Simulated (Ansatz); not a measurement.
Voigt–Reuss–Hill shear modulus (GPa) of 37 elemental solids other than molecular ones, computed with LDA (Ansatz, a first-principles code, plane waves, PAW) and with PBEsol in Ansatz (plane waves, PAW). The set holds measured phases with no doubt noted on the run or the magnetic state but for the caveats below. 8 more of the class have both values but aren't in it, for one of these reasons: built or high-temperature cells, doubts on the run or the magnetic state, unlike cells, values of zero, layered or molecular crystals. Solids without a value at one level (not run, failed, or a magnetic order lost), or held back for tests, aren't counted.

Every twentieth of the way through the set, in order of the shift (worked out from unrounded values):

```csv
solid,LDA,PBEsol,shift (%)
white tin (β-Sn),19.1,14.2,-26
bcc Cs,0.79,0.69,-12.9
fcc Ag,41.3,37.0,-10.4
bcc Na,3.34,3.02,-9.6
bcc K,1.38,1.26,-8.6
bcc Ba,6.96,6.40,-8.2
bcc Rb,1.03,0.96,-7.1
hcp Lu,37.9,35.5,-6.3
hcp Sc,36.4,34.1,-6.1
fcc Pt,69.1,65.7,-5.0
hcp Mg,22.2,21.2,-4.4
hcp Be,171,165,-4.0
fcc Sr,6.81,6.57,-3.6
hcp Tc,161,155,-3.5
hcp Re,195,189,-2.8
fcc Au,28.1,27.4,-2.4
fcc Pb,12.7,12.4,-2.1
bcc Li,4.94,5.03,+1.9
hcp Y,26.1,27.1,+3.7
hcp Ti,42.5,47.2,+11.1
hcp Zr,26.3,32.0,+22
```

The shift from LDA to PBEsol has a median of -4.4 %, and eight in ten lie between -10.8 % and +5.2 %; PBEsol is the larger in 7 of 37. Each level is at its own cell, so the shift holds the change of volume too.

Ansatz's runs of these crystals have no spin polarisation, but for bcc Fe, hcp Co, fcc Ni.

Density-functional runs with spin start from parallel moments for bcc Fe, parallel moments for hcp Co, parallel moments for fcc Ni.

Spin–orbit coupling is left out, also for the solids with elements from indium on (fcc Pt, hcp Os, bcc Ba, white tin (β-Sn), double-hcp La, hcp Tl, fcc Ir, hcp Re, bcc Cs, hcp Hf and 3 more); its size isn't shown.

Each level is taken at its own relaxed cell. Ansatz's density-functional and Hartree–Fock values are scalar-relativistic unless marked +SOC, with PAW data made under PBE.
